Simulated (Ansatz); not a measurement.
**CH4AlB: ladder of basis sets, by script**

How does the energy of CH4AlB converge with the basis? Wanted for CH4AlB: a ladder of basis sets.

Computed with Ansatz 0.2.0, driven from Python. The levels of theory stand in the script.

### Step 1. Starting point

Bond lengths: B1–C2 1.586 Å, B1–Al3 2.050 Å, C2–Al3 1.859 Å, B1–H4 1.168 Å, C2–H5 1.093 Å, C2–H6 1.128 Å, Al3–H7 1.642 Å. Angles: B1–C2–Al3 72.5°, B1–C2–H5 112.8°, B1–C2–H6 114.2°, Al3–C2–H5 116.1°, Al3–C2–H6 116.6°, H5–C2–H6 116.7°, C2–B1–Al3 59.9°, C2–B1–H4 147.2°, Al3–B1–H4 152.5°, B1–Al3–C2 47.6°, B1–Al3–H7 159.0°, C2–Al3–H7 153.4°.

The script reads ch4alb.xyz:

```xyz
7

B    -0.97970   -0.06110   -0.56060
C    -0.03720    0.55730    0.55570
Al    0.91610   -0.79420   -0.29410
H    -1.99390    0.00390   -1.13580
H    -0.38210    0.33900    1.56940
H     0.29280    1.61590    0.34900
H     2.24520   -1.72880   -0.52950
```

### Step 2. The script

Input file basis_ch4alb.py:

```python
"""How the energy of CH4AlB converges with the basis."""

import ansatz as az


def main() -> None:
    mol = az.Crystal.molecule_from_extxyz("ch4alb.xyz")

    model = mol.calculation().correlation("MP2")

    energies = {}
    for basis in ["cc-pVDZ", "cc-pVTZ"]:
        r = model.basis(gaussian=basis).run(threads=1).report
        size = r["n_frozen"] + r["n_occupied"][0] + r["n_virtual"][0]
        energies[basis] = (r["reference_energy_ev"] / 27.211386246, r["free_energy_ev"] / 27.211386246)
        print(f"{basis:14s} {size:4d} orbitals  reference {energies[basis][0]:14.6f} Ha  total {energies[basis][1]:14.6f} Ha")

    # two-point extrapolation: the basis-set error of the correlation energy falls as X^-3
    small, large = (energies[b][1] - energies[b][0] for b in ("cc-pVDZ", "cc-pVTZ"))
    limit = (3 ** 3 * large - 2 ** 3 * small) / (3 ** 3 - 2 ** 3)
    print(f"correlation energy: {small:.6f} and {large:.6f} Ha, extrapolated {limit:.6f} Ha")
    print(f"share caught by the larger set: {100 * large / limit:.1f} %")


if __name__ == "__main__":
    main()
```

### Step 3. The input behind the calls

The engine receives this input (first run):

```yaml
crystal:
  periodic: [false, false, false]
  atoms:
    - { symbol: B, position_ang: [-0.9797, -0.0611, -0.5606] }
    - { symbol: C, position_ang: [-0.0372, 0.5573, 0.5557] }
    - { symbol: Al, position_ang: [0.9161, -0.7942, -0.2941] }
    - { symbol: H, position_ang: [-1.9939, 0.0039, -1.1358] }
    - { symbol: H, position_ang: [-0.3821, 0.339, 1.5694] }
    - { symbol: H, position_ang: [0.2928, 1.6159, 0.349] }
    - { symbol: H, position_ang: [2.2452, -1.7288, -0.5295] }
basis:
  gaussian:
    orbitals: cc-pVDZ
correlation:
  method: mp2
```

### Step 4. Launch

Started as:

```
$ python basis_ch4alb.py
```

Standard output:

```text
cc-pVDZ          66 orbitals  reference    -306.672891 Ha  total    -306.951846 Ha
cc-pVTZ         150 orbitals  reference    -306.703175 Ha  total    -307.044223 Ha
correlation energy: -0.278955 and -0.341048 Ha, extrapolated -0.367193 Ha
share caught by the larger set: 92.9 %
```

Wall time 3.1 s (1 thread of Arm Neoverse V2, shared host); peak memory 0.28 GiB.

### Step 5. Inputs of later runs

The engine's inputs for the other runs:

Run 2, against run 1:

```diff
@@ -13 +13 @@
-    orbitals: cc-pVDZ
+    orbitals: cc-pVTZ
```

Lines on the test bed's own set-up are left out of the output.

### Step 6. What each run gave

From the records of these 2 runs:

```
run    basis  energy (eV)  iterations in all  CPU time (s)
  1  cc-pVDZ   -8352.5852                 20          0.65
  2  cc-pVTZ   -8355.0990                 15             2
```

Correlation energies (total less mean field):

```csv
basis,correlation (eV),share of the last,miss against the last (eV),CPU time (s)
cc-pVDZ,-7.591,81.8 %,+1.690,0.65
cc-pVTZ,-9.280,100.0 %,+0.000,2
```

### Step 7. Summary of results

| quantity | value |
| --- | --- |
| extrapolated correlation energy | -0.367193 Ha |
| runs compared | 2 |
| correlation energy, last run | -9.280 eV |

In words: Against cc-pVDZ: cc-pVTZ -92.4 mHa. The last step alone is -92.38 mHa. From the first set to the last the time grows from 0.7 to 2.0 s. Notes:
- The drop along the ladder measures the basis error, and is no property of the molecule.
- The geometry is a force-field or estimated start, not a minimum of this method, and the last set is no limit. Much of the fall in a total is atomic energy, which cancels in bond and reaction energies.
- Inner cores stay frozen, so this is valence correlation.
- For Al to Cl the sets with a tight d function, cc-pV(X+d)Z, are usual.
- An extrapolation from small basis sets is rough.
